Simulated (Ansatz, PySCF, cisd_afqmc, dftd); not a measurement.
System: AlCl3, charge 0, singlet. AlCl3 (SMILES [Cl][Al]([Cl])[Cl]).
B3LYP-D3(BJ)/def2-TZVP minimum from Ansatz (a quantum-chemistry and plane-wave program):
```
Al
Cl 1 2.0764
Cl 1 2.0764 2 120.00
Cl 1 2.0764 2 120.00 3 -180.00
```

Property: enthalpy of formation at 298 K (by atomisation, with ideal-gas terms from PySCF's Hessian at B3LYP-D3(BJ)/def2-TZVP and the atoms' measured values of the G2/97 table; no spin-orbit terms), in kcal/mol. UHF or UKS for unpaired electrons; spin-orbit terms are left out. Cores are frozen in correlated methods. Rows without X2C or -DK are non-relativistic. AFQMC is phaseless with a CISD trial state; ± is one standard error, without the phaseless bias. Outlying blocks are dropped, and bars are widened where a walk drifts. Over all cases where full CI ran beside it in this data, AFQMC minus full CI had a median of +0.1 mEh and passed +0.4 mEh in a tenth of the cases. CBS(X,Y): correlation extrapolated as X^-3, Hartree-Fock from the larger set (Q,5: extrapolated as (X+1)exp(-9√X)). A bracket is a step between two methods taken in the basis named. Functionals run without relativity, which enters their misses. '+ core + X2C': CCSD(T) terms for core correlation (cc-pwCVTZ, 1s frozen past Ne) and scalar relativity (cc-pVTZ-DK). Where a partner has so few electrons that a lower coupled-cluster level is exact, that level stands in.

Measured: -139.7 kcal/mol, -584.5 kJ/mol (G2/97 table in ASE (Curtiss et al.)); atomic spin-orbit terms, which the calculations lack, would raise the computed values.

| level | program | enthalpy of formation at 298 K (kcal/mol) | error against that value |
|---|---|---|---|
| HF/cc-pV(T+d)Z | Ansatz | -76.9 | 62.8 |
| PBE0-D4/def2-TZVPD | Ansatz + dftd4 | -141.3 | -1.6 |
| CCSD(T)/cc-pV(5+d)Z | Ansatz | -144.2 | -4.5 |
| CCSD(T)/CBS(cc-pV(T+d)Z,cc-pV(Q+d)Z) | Ansatz | -147.3 | -7.6 |
| CCSDT(Q)/cc-pV(D+d)Z | Ansatz | -112.2 | 27.5 |
| AFQMC/CISD/cc-pV(T+d)Z | cisd_afqmc | -132.7 ± 0.4 | 7.0 |
| AFQMC/CISD/cc-pV(Q+d)Z | cisd_afqmc | -142.0 ± 0.5 | -2.3 |
| CCSD(T)/CBS(cc-pV(Q+d)Z,cc-pV(5+d)Z) + [AFQMC/CISD - CCSD(T)]/cc-pV(Q+d)Z + core + X2C | Ansatz + cisd_afqmc | -146.7 ± 0.5 | -7.0 |
| CCSD(T)/CBS(cc-pV(Q+d)Z,cc-pV(5+d)Z) + [CCSDT(Q) - CCSD(T)]/cc-pV(D+d)Z + core + X2C | Ansatz | -146.0 | -6.3 |

The highest level lies far from the tabulated value, which was not checked at its source: another state or conformer, missing terms or a fault of the table are possible.
